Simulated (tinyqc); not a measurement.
Worked calculation (part 1 of 2): UKS/PBE in the sto-6g basis, for CH2, spin multiplicity 3. Computed by tinyqc, a small Python program that keeps every step (integrals from PySCF). Settings: charge = 0, multiplicity = 3, basis = sto-6g, energy threshold = 1e-10, iteration cap = 81, orthogonalisation = canonical, start = highest core orbitals, DIIS depth = 8, shift = 0.2, method = UKS, functional = pbe,pbe, grid = [10, 86]. Command: `OMP_NUM_THREADS=1 python tinyqc.py 29404 29405 out.jsonl` (the two numbers bound the seeds that draw the settings). One thread of a shared host (Intel(R) Xeon(R) Processor @ 2.60GHz), about 6 s of CPU time with the checks. Later iterations appear only in the table of the cycle.

## One-electron integrals

Geometry (angstrom):
```
atom       x        y       z
C     0.0000   0.0000  0.0000
H     0.0000   0.9340  0.4910
H     0.0000  -0.9280  0.4880
```

Basis sto-6g: exponents (1/bohr^2) and contraction coefficients of normalised primitives:
```
element  l (shell)  exponent  coefficient
C            s (1)  742.7370       0.0092
C            s (1)  136.1800       0.0494
C            s (1)   38.0983       0.1685
C            s (1)   13.0878       0.3706
C            s (1)    5.0824       0.4165
C            s (1)    2.0932       0.1303
C            s (2)   30.4972      -0.0133
C            s (2)    6.0362      -0.0470
C            s (2)    1.8760      -0.0338
C            s (2)    0.7218       0.2502
C            s (2)    0.3135       0.5951
C            s (2)    0.1437       0.2407
C            p (3)   30.4972       0.0038
C            p (3)    6.0362       0.0377
C            p (3)    1.8760       0.1739
C            p (3)    0.7218       0.4180
C            p (3)    0.3135       0.4259
C            p (3)    0.1437       0.1017
H            s (1)   35.5232       0.0092
H            s (1)    6.5131       0.0494
H            s (1)    1.8221       0.1685
H            s (1)    0.6260       0.3706
H            s (1)    0.2431       0.4165
H            s (1)    0.1001       0.1303
```

Overlap, kinetic and nuclear-attraction integrals over the contracted functions; the nuclear repulsion is the sum of Za Zb / Rab.

nuclear repulsion = 6.321409 hartree

overlap S, lower triangle:
```
         1C 1s   1C 2s  1C 2px   1C 2py  1C 2pz   2H 1s   3H 1s
1C 1s   1.0000
1C 2s   0.2432  1.0000
1C 2px  0.0000  0.0000  1.0000
1C 2py  0.0000  0.0000  0.0000   1.0000
1C 2pz  0.0000  0.0000  0.0000   0.0000  1.0000
2H 1s   0.0698  0.5115  0.0000   0.4238  0.2228  1.0000
3H 1s   0.0709  0.5155  0.0000  -0.4257  0.2239  0.1491  1.0000
```

kinetic energy T (hartree), lower triangle:
```
          1C 1s   1C 2s  1C 2px   1C 2py  1C 2pz    2H 1s   3H 1s
1C 1s   16.0686
1C 2s   -0.4928  0.4924
1C 2px   0.0000  0.0000  1.4792
1C 2py   0.0000  0.0000  0.0000   1.4792
1C 2pz   0.0000  0.0000  0.0000   0.0000  1.4792
2H 1s   -0.0064  0.1186  0.0000   0.2496  0.1312   0.7685
3H 1s   -0.0062  0.1210  0.0000  -0.2533  0.1332  -0.0096  0.7685
```

nuclear attraction V (hartree), lower triangle:
```
           1C 1s    1C 2s   1C 2px   1C 2py   1C 2pz    2H 1s    3H 1s
1C 1s   -35.0142
1C 2s    -3.8632  -6.1328
1C 2px    0.0000   0.0000  -6.0421
1C 2py    0.0002   0.0014   0.0000  -6.2547
1C 2pz   -0.0179  -0.1693   0.0000   0.0006  -6.1009
2H 1s    -1.2547  -2.7177   0.0000  -2.0981  -1.1441  -4.4581
3H 1s    -1.2743  -2.7448   0.0000   2.1135  -1.1527  -0.7421  -4.4749
```

core Hamiltonian H = T + V (hartree), lower triangle:
```
           1C 1s    1C 2s   1C 2px   1C 2py   1C 2pz    2H 1s    3H 1s
1C 1s   -18.9455
1C 2s    -4.3559  -5.6404
1C 2px    0.0000   0.0000  -4.5629
1C 2py    0.0002   0.0014   0.0000  -4.7755
1C 2pz   -0.0179  -0.1693   0.0000   0.0006  -4.6217
2H 1s    -1.2611  -2.5991   0.0000  -1.8485  -1.0129  -3.6896
3H 1s    -1.2804  -2.6238   0.0000   1.8602  -1.0195  -0.7517  -3.7063
```

## Two-electron integrals

Functions are numbered as in S; the eight-fold symmetry (ij|kl) = (ji|kl) = (kl|ij) leaves the list below.

Two-electron integrals (ij|kl) in chemists' order, unique and non-zero (hartree):
```
(11|11) 3.5437      (21|11) 0.5295      (21|21) 0.1003      (22|11) 0.8536
(22|21) 0.1999      (22|22) 0.6248      (31|31) 0.0213      (32|31) 0.0319
(32|32) 0.1381      (33|11) 0.8536      (33|21) 0.1999      (33|22) 0.6248
(33|33) 0.6732      (41|41) 0.0213      (42|41) 0.0319      (42|42) 0.1381
(43|43) 0.0363      (44|11) 0.8536      (44|21) 0.1999      (44|22) 0.6248
(44|33) 0.6007      (44|44) 0.6732      (51|51) 0.0213      (52|51) 0.0319
(52|52) 0.1381      (53|53) 0.0363      (54|54) 0.0363      (55|11) 0.8536
(55|21) 0.1999      (55|22) 0.6248      (55|33) 0.6007      (55|44) 0.6007
(55|55) 0.6732      (61|11) 0.1608      (61|21) 0.0293      (61|22) 0.0573
(61|33) 0.0571      (61|41) 0.0017      (61|42) 0.0033      (61|44) 0.0576
(61|51) 0.0009      (61|52) 0.0017      (61|54) 2.69e-04    (61|55) 0.0572
(61|61) 0.0088      (62|11) 0.3507      (62|21) 0.0832      (62|22) 0.2822
(62|33) 0.2758      (62|41) 0.0074      (62|42) 0.0477      (62|44) 0.2907
(62|51) 0.0039      (62|52) 0.0251      (62|54) 0.0078      (62|55) 0.2799
(62|61) 0.0250      (62|62) 0.1620      (63|31) 0.0094      (63|32) 0.0465
(63|43) 0.0095      (63|53) 0.0050      (63|63) 0.0209      (64|11) 0.2544
(64|21) 0.0612      (64|22) 0.2201      (64|33) 0.2090      (64|41) 0.0142
(64|42) 0.0812      (64|44) 0.2392      (64|51) 0.0025      (64|52) 0.0182
(64|54) 0.0109      (64|55) 0.2121      (64|61) 0.0194      (64|62) 0.1504
(64|64) 0.1580      (65|11) 0.1338      (65|21) 0.0322      (65|22) 0.1157
(65|33) 0.1099      (65|41) 0.0025      (65|42) 0.0182      (65|44) 0.1157
(65|51) 0.0107      (65|52) 0.0561      (65|54) 0.0126      (65|55) 0.1215
(65|61) 0.0102      (65|62) 0.0790      (65|64) 0.0720      (65|65) 0.0588
(66|11) 0.4882      (66|21) 0.1180      (66|22) 0.4509      (66|33) 0.4270
(66|41) 0.0142      (66|42) 0.1176      (66|44) 0.4831      (66|51) 0.0074
(66|52) 0.0618      (66|54) 0.0295      (66|55) 0.4425      (66|61) 0.0362
(66|62) 0.3184      (66|64) 0.3278      (66|65) 0.1723      (66|66) 0.7750
(71|11) 0.1633      (71|21) 0.0298      (71|22) 0.0582      (71|33) 0.0580
(71|41) -0.0017     (71|42) -0.0033     (71|44) 0.0585      (71|51) 0.0009
(71|52) 0.0017      (71|54) -2.74e-04   (71|55) 0.0581      (71|61) 0.0086
(71|62) 0.0236      (71|64) 0.0165      (71|65) 0.0096      (71|66) 0.0332
(71|71) 0.0091      (72|11) 0.3543      (72|21) 0.0840      (72|22) 0.2848
(72|33) 0.2784      (72|41) -0.0075     (72|42) -0.0480     (72|44) 0.2934
(72|51) 0.0040      (72|52) 0.0253      (72|54) -0.0079     (72|55) 0.2825
(72|61) 0.0235      (72|62) 0.1184      (72|64) 0.0786      (72|65) 0.0562
(72|66) 0.1831      (72|71) 0.0256      (72|72) 0.1647      (73|31) 0.0095
(73|32) 0.0471      (73|43) -0.0096     (73|53) 0.0051      (73|63) 0.0144
(73|73) 0.0213      (74|11) -0.2563     (74|21) -0.0617     (74|22) -0.2215
(74|33) -0.2103     (74|41) 0.0143      (74|42) 0.0819      (74|44) -0.2407
(74|51) -0.0025     (74|52) -0.0183     (74|54) 0.0109      (74|55) -0.2134
(74|61) -0.0163     (74|62) -0.0782     (74|64) -0.0389     (74|65) -0.0363
(74|66) -0.1106     (74|71) -0.0198     (74|72) -0.1524     (74|74) 0.1599
(75|11) 0.1348      (75|21) 0.0324      (75|22) 0.1165      (75|33) 0.1106
(75|41) -0.0025     (75|42) -0.0183     (75|44) 0.1165      (75|51) 0.0108
(75|52) 0.0567      (75|54) -0.0127     (75|55) 0.1223      (75|61) 0.0096
(75|62) 0.0561      (75|64) 0.0364      (75|65) 0.0404      (75|66) 0.0923
(75|71) 0.0104      (75|72) 0.0802      (75|74) -0.0729     (75|75) 0.0597
(76|11) 0.0946      (76|21) 0.0224      (76|22) 0.0778      (76|33) 0.0760
(76|41) 4.91e-06    (76|42) 4.55e-05    (76|44) 0.0784      (76|51) 0.0018
(76|52) 0.0119      (76|54) 1.09e-05    (76|55) 0.0789      (76|61) 0.0065
(76|62) 0.0396      (76|64) 0.0319      (76|65) 0.0213      (76|66) 0.0720
(76|71) 0.0066      (76|72) 0.0399      (76|74) -0.0320     (76|75) 0.0214
(76|76) 0.0116      (77|11) 0.4910      (77|21) 0.1187      (77|22) 0.4527
(77|33) 0.4287      (77|41) -0.0143     (77|42) -0.1181     (77|44) 0.4851
(77|51) 0.0075      (77|52) 0.0621      (77|54) -0.0297     (77|55) 0.4443
(77|61) 0.0329      (77|62) 0.1821      (77|64) 0.1105      (77|65) 0.0920
(77|66) 0.2826      (77|71) 0.0370      (77|72) 0.3214      (77|74) -0.3300
(77|75) 0.1735      (77|76) 0.0720      (77|77) 0.7750
```

## Orthogonalisation

S = U s U^T; canonical form X = U s^(-1/2), so that X^T S X = 1. Each column of U has its largest component positive (the first on a tie).

eigenvalues of S: 0.2652  0.3202  0.8840  1.0000  1.0748  1.5307  1.9251

X:
```
              1        2        3       4        5        6        7
1C 1s   -0.2723  -0.0114   0.7979  0.0000  -0.5791   0.0009   0.1722
1C 2s    1.3402   0.0456  -0.2902  0.0000  -0.2471   0.0022   0.4460
1C 2px   0.0000   0.0000   0.0000  1.0000   0.0000   0.0000   0.0000
1C 2py  -0.0480   1.1693   0.0004  0.0000  -0.0009   0.6057  -0.0026
1C 2pz   0.5436   0.0190   0.6013  0.0000   0.7110   0.0012   0.1743
2H 1s   -0.8547  -0.9668  -0.1566  0.0000   0.1193   0.3808   0.3589
3H 1s   -0.9338   0.9047  -0.1558  0.0000   0.1190  -0.3760   0.3629
```

## Starting guess

The start is the highest orbitals of the core Hamiltonian (a deliberately bad start); D(s) = C_occ C_occ^T for each spin.

D(alpha) at the start, lower triangle:
```
          1C 1s    1C 2s  1C 2px   1C 2py   1C 2pz    2H 1s   3H 1s
1C 1s    0.0134
1C 2s   -0.0952   0.8943
1C 2px   0.0000   0.0000  1.0000
1C 2py  -0.0013  -0.0011  0.0000   1.7363
1C 2pz   0.0663  -0.1020  0.0000   0.0003   0.9430
2H 1s    0.0606  -0.8023  0.0000  -0.8616  -0.3351   1.9425
3H 1s    0.0607  -0.8185  0.0000   0.8721  -0.3406  -0.0871  1.9650
```

D(beta) at the start, lower triangle:
```
          1C 1s    1C 2s  1C 2px   1C 2py   1C 2pz    2H 1s   3H 1s
1C 1s    0.0134
1C 2s   -0.0952   0.8942
1C 2px   0.0000   0.0000  0.0000
1C 2py   0.0004  -0.0080  0.0000   0.4147
1C 2pz   0.0663  -0.1021  0.0000  -0.0030   0.9430
2H 1s    0.0603  -0.8011  0.0000  -0.6317  -0.3345   1.9025
3H 1s    0.0610  -0.8197  0.0000   0.6437  -0.3412  -0.0474  1.9255
```

## Iteration 1: exchange-correlation on the grid

Becke grid with 10 radial and 86 angular points per atom, points of zero weight dropped. rho = sum D_ij phi_i phi_j; V_xc,ij = sum w v_xc phi_i phi_j plus the gradient terms; v_xc is d(rho eps)/d rho(s) for spin s at fixed gradient.

The 8 grid points with the largest w rho, of 2575 (bohr, atomic units):
```
x              y        z       w  rho(alpha)  rho(beta)   eps_xc  v_xc(alpha)
0.0000    0.0000  -1.4553  0.2404      0.0909     0.0909  -0.4836      -0.6038
0.0000    0.5446  -1.3495  0.2459      0.0947     0.0829  -0.4811      -0.6090
0.0000   -0.5446  -1.3495  0.2459      0.0946     0.0829  -0.4810      -0.6088
0.5446    0.0000  -1.3495  0.2460      0.0903     0.0808  -0.4757      -0.6003
-0.5446   0.0000  -1.3495  0.2460      0.0903     0.0808  -0.4757      -0.6003
0.5379    0.5379  -1.2407  0.2313      0.0938     0.0730  -0.4735      -0.6047
-0.5379   0.5379  -1.2407  0.2313      0.0938     0.0730  -0.4735      -0.6047
0.5379   -0.5379  -1.2407  0.2313      0.0937     0.0730  -0.4734      -0.6045
```

electrons on the grid, sum of w rho = 8.0009

E_xc = sum of w rho eps_xc = -3.733268 hartree

V_xc(alpha) (hartree), lower triangle:
```
          1C 1s    1C 2s   1C 2px   1C 2py   1C 2pz    2H 1s    3H 1s
1C 1s   -0.8493
1C 2s   -0.1838  -0.5967
1C 2px   0.0000   0.0000  -0.5850
1C 2py   0.0001  -0.0005   0.0000  -0.6269
1C 2pz  -0.0013   0.0354   0.0000  -0.0002  -0.5748
2H 1s   -0.0535  -0.2802   0.0000  -0.2404  -0.1102  -0.5713
3H 1s   -0.0544  -0.2824   0.0000   0.2413  -0.1106  -0.0729  -0.5714
```

V_xc(beta) (hartree), lower triangle:
```
          1C 1s    1C 2s   1C 2px   1C 2py   1C 2pz    2H 1s    3H 1s
1C 1s   -0.8010
1C 2s   -0.1528  -0.4625
1C 2px   0.0000   0.0000  -0.3998
1C 2py   0.0000   0.0003   0.0000  -0.4585
1C 2pz   0.0019   0.0454   0.0000   0.0002  -0.5265
2H 1s   -0.0447  -0.2320   0.0000  -0.2045  -0.1006  -0.5400
3H 1s   -0.0454  -0.2340   0.0000   0.2058  -0.1012  -0.0622  -0.5399
```

## Iteration 1: building the Kohn-Sham matrix

J_ij = sum D_kl (ij|kl) with D = D(alpha) + D(beta); F = H + J + V_xc; E = tr D H + tr D J / 2 + E_xc + E_nn.

Coulomb J (hartree), lower triangle:
```
          1C 1s   1C 2s  1C 2px   1C 2py  1C 2pz   2H 1s   3H 1s
1C 1s    5.3753
1C 2s    1.2654  4.2332
1C 2px   0.0000  0.0000  4.1231
1C 2py   0.0002  0.0008  0.0000   4.3463
1C 2pz  -0.0194  0.0036  0.0000  -0.0002  4.2300
2H 1s    0.3626  2.0590  0.0000   1.7068  0.8886  3.8345
3H 1s    0.3681  2.0758  0.0000  -1.7150  0.8935  0.5719  3.8386
```

F(alpha) (hartree), lower triangle:
```
           1C 1s    1C 2s   1C 2px   1C 2py   1C 2pz    2H 1s    3H 1s
1C 1s   -14.4195
1C 2s    -3.2744  -2.0039
1C 2px    0.0000   0.0000  -1.0248
1C 2py    0.0005   0.0017   0.0000  -1.0560
1C 2pz   -0.0385  -0.1304   0.0000   0.0003  -0.9664
2H 1s    -0.9520  -0.8203   0.0000  -0.3821  -0.2344  -0.4264
3H 1s    -0.9667  -0.8303   0.0000   0.3865  -0.2366  -0.2527  -0.4391
```

F(beta) (hartree), lower triangle:
```
           1C 1s    1C 2s   1C 2px   1C 2py   1C 2pz    2H 1s    3H 1s
1C 1s   -14.3713
1C 2s    -3.2433  -1.8697
1C 2px    0.0000   0.0000  -0.8396
1C 2py    0.0004   0.0025   0.0000  -0.8876
1C 2pz   -0.0353  -0.1203   0.0000   0.0007  -0.9181
2H 1s    -0.9432  -0.7721   0.0000  -0.3462  -0.2248  -0.3951
3H 1s    -0.9577  -0.7820   0.0000   0.3510  -0.2273  -0.2420  -0.4076
```

total energy of this density = -11.884718 hartree

## Iteration 1: diagonalisation and new density

A level shift of 0.2 hartree raises the virtual space: F + shift (S - S D(s) S), with D(s) the density of one spin. Diagonalise F' = X^T F X, C = X C', fill 5 alpha and 3 beta electrons from the bottom; D(s) = C_occ C_occ^T. Each column has its largest component positive (the first on a tie).

F' = X^T F X (alpha) (hartree), lower triangle:
```
         1        2        3        4        5        6        7
1  -0.2913
2  -0.0110  -0.0778
3   1.0210   0.0482  -7.6847
4   0.0000   0.0000   0.0000  -1.0248
5  -0.8636  -0.0411   5.8277   0.0000  -5.9608
6   0.0175  -0.5249  -0.0136   0.0000   0.0116  -0.7913
7  -0.1823  -0.0016  -3.0618   0.0000   2.7073  -0.0038  -2.2441
```

orbital energies (alpha) (hartree): MO1 -14.2250, MO2 -1.2080, MO3 -1.0694, MO4 -1.0248, MO5 -0.9236, MO6 0.1750, MO7 0.2008

coefficients C (alpha):
```
            MO1      MO2      MO3     MO4      MO5      MO6      MO7
1C 1s    1.0054  -0.2378  -0.0004  0.0000   0.0435   0.0822   0.0013
1C 2s   -0.0275   1.1150   0.0017  0.0000  -0.1808  -0.9305  -0.0099
1C 2px   0.0000   0.0000   0.0000  1.0000   0.0000   0.0000   0.0000
1C 2py   0.0000  -0.0029   1.0828  0.0000  -0.0031   0.0186  -0.7507
1C 2pz  -0.0009   0.2599   0.0033  0.0000   0.9935  -0.3727  -0.0042
2H 1s    0.0080  -0.1075  -0.1041  0.0000  -0.0406   0.9562   1.0195
3H 1s    0.0081  -0.1084   0.1033  0.0000  -0.0410   0.9992  -0.9896
```

F' = X^T F X (beta) (hartree), lower triangle:
```
         1        2        3        4        5        6        7
1  -0.2149
2  -0.0136   0.0932
3   1.0101   0.0476  -7.6373
4   0.0000   0.0000   0.0000  -0.6396
5  -0.8715  -0.0413   5.8333   0.0000  -5.9130
6   0.0119  -0.3373  -0.0137   0.0000   0.0116  -0.5514
7  -0.1142   0.0010  -3.0684   0.0000   2.6892  -0.0034  -2.1614
```

orbital energies (beta) (hartree): MO1 -14.1776, MO2 -1.0697, MO3 -0.8750, MO4 -0.6958, MO5 -0.6396, MO6 0.1952, MO7 0.2381

coefficients C (beta):
```
            MO1      MO2      MO3      MO4     MO5      MO6      MO7
1C 1s    1.0057  -0.2324   0.0515  -0.0016  0.0000   0.0879   0.0005
1C 2s   -0.0297   1.0826  -0.2199   0.0075  0.0000  -0.9598  -0.0004
1C 2px   0.0000   0.0000   0.0000   0.0000  1.0000   0.0000   0.0000
1C 2py   0.0000  -0.0075  -0.0004   1.0170  0.0000   0.0112  -0.8379
1C 2pz  -0.0015   0.2833   0.9835   0.0024  0.0000  -0.3819  -0.0004
2H 1s    0.0087  -0.0822  -0.0358  -0.0211  0.0000   0.9698   1.0144
3H 1s    0.0088  -0.0834  -0.0356   0.0193  0.0000   0.9912  -1.0054
```

D(alpha) after iteration 1, lower triangle:
```
          1C 1s    1C 2s  1C 2px   1C 2py   1C 2pz   2H 1s   3H 1s
1C 1s    1.0691
1C 2s   -0.3006   1.2766
1C 2px   0.0000   0.0000  1.0000
1C 2py   0.0001  -0.0009  0.0000   1.1726
1C 2pz  -0.0196   0.1102  0.0000  -0.0003   1.0545
2H 1s    0.0319  -0.1129  0.0000  -0.1123  -0.0687  0.0241
3H 1s    0.0321  -0.1135  0.0000   0.1123  -0.0686  0.0026  0.0242
```

D(beta) after iteration 1, lower triangle:
```
          1C 1s    1C 2s  1C 2px   1C 2py   1C 2pz   2H 1s   3H 1s
1C 1s    1.0682
1C 2s   -0.2927   1.2213
1C 2px   0.0000   0.0000  0.0000
1C 2py   0.0017  -0.0080  0.0000   0.0001
1C 2pz  -0.0166   0.0904  0.0000  -0.0025   1.0476
2H 1s    0.0260  -0.0814  0.0000   0.0006  -0.0585  0.0081
3H 1s    0.0264  -0.0827  0.0000   0.0006  -0.0587  0.0082  0.0083
```

## Iteration 2: exchange-correlation on the grid

As before.

The 8 grid points with the largest w rho, of 2575 (bohr, atomic units):
```
x              y        z       w  rho(alpha)  rho(beta)   eps_xc  v_xc(alpha)
0.0000    0.0000  -1.4553  0.2404      0.0918     0.0918  -0.4850      -0.6057
0.0000    0.0000   1.4553  0.2259      0.0981     0.0971  -0.4947      -0.6174
-0.5446   0.0000   1.3495  0.2344      0.0980     0.0874  -0.4877      -0.6153
0.5446    0.0000   1.3495  0.2344      0.0980     0.0874  -0.4877      -0.6153
0.0000   -0.5446  -1.3495  0.2459      0.0930     0.0824  -0.4791      -0.6060
0.0000    0.5446  -1.3495  0.2459      0.0930     0.0821  -0.4790      -0.6059
0.5446    0.0000  -1.3495  0.2460      0.0918     0.0822  -0.4779      -0.6035
-0.5446   0.0000  -1.3495  0.2460      0.0918     0.0822  -0.4779      -0.6035
```

electrons on the grid, sum of w rho = 7.9850

E_xc = sum of w rho eps_xc = -6.583246 hartree

V_xc(alpha) (hartree), lower triangle:
```
          1C 1s    1C 2s   1C 2px   1C 2py   1C 2pz    2H 1s    3H 1s
1C 1s   -2.3240
1C 2s   -0.3043  -0.6398
1C 2px   0.0000   0.0000  -0.6413
1C 2py   0.0000   0.0000   0.0000  -0.6332
1C 2pz  -0.0007   0.0016   0.0000   0.0000  -0.6407
2H 1s   -0.0962  -0.2606   0.0000  -0.1874  -0.0990  -0.3204
3H 1s   -0.0977  -0.2634   0.0000   0.1888  -0.0998  -0.0696  -0.3233
```

V_xc(beta) (hartree), lower triangle:
```
          1C 1s    1C 2s   1C 2px   1C 2py   1C 2pz    2H 1s    3H 1s
1C 1s   -2.2949
1C 2s   -0.2857  -0.5378
1C 2px   0.0000   0.0000  -0.5099
1C 2py   0.0002   0.0012   0.0000  -0.4984
1C 2pz  -0.0007   0.0000   0.0000   0.0002  -0.6015
2H 1s   -0.0909  -0.2169   0.0000  -0.1476  -0.0912  -0.2660
3H 1s   -0.0923  -0.2199   0.0000   0.1500  -0.0922  -0.0602  -0.2701
```

## Iteration 2: building the Kohn-Sham matrix

As before.

Coulomb J (hartree), lower triangle:
```
          1C 1s    1C 2s  1C 2px   1C 2py  1C 2pz   2H 1s   3H 1s
1C 1s   12.3400
1C 2s    2.2723   5.4836
1C 2px   0.0000   0.0000  5.4641
1C 2py  -0.0004  -0.0017  0.0000   5.4522
1C 2pz   0.0023   0.0012  0.0000  -0.0001  5.5346
2H 1s    0.6702   2.3973  0.0000   1.8199  0.9680  3.6579
3H 1s    0.6806   2.4215  0.0000  -1.8340  0.9753  0.6586  3.6778
```

F(alpha) (hartree), lower triangle:
```
          1C 1s    1C 2s  1C 2px   1C 2py   1C 2pz    2H 1s    3H 1s
1C 1s   -8.9295
1C 2s   -2.3880  -0.7966
1C 2px   0.0000   0.0000  0.2599
1C 2py  -0.0001  -0.0003  0.0000   0.0435
1C 2pz  -0.0163  -0.1665  0.0000   0.0005   0.2723
2H 1s   -0.6870  -0.4624  0.0000  -0.2160  -0.1438  -0.3521
3H 1s   -0.6974  -0.4657  0.0000   0.2150  -0.1440  -0.1628  -0.3519
```

F(beta) (hartree), lower triangle:
```
          1C 1s    1C 2s  1C 2px   1C 2py   1C 2pz    2H 1s    3H 1s
1C 1s   -8.9004
1C 2s   -2.3694  -0.6945
1C 2px   0.0000   0.0000  0.3913
1C 2py   0.0000   0.0009  0.0000   0.1783
1C 2pz  -0.0163  -0.1681  0.0000   0.0007   0.3115
2H 1s   -0.6817  -0.4187  0.0000  -0.1762  -0.1360  -0.2977
3H 1s   -0.6921  -0.4222  0.0000   0.1763  -0.1364  -0.1534  -0.2986
```

total energy of this density = -37.740611 hartree
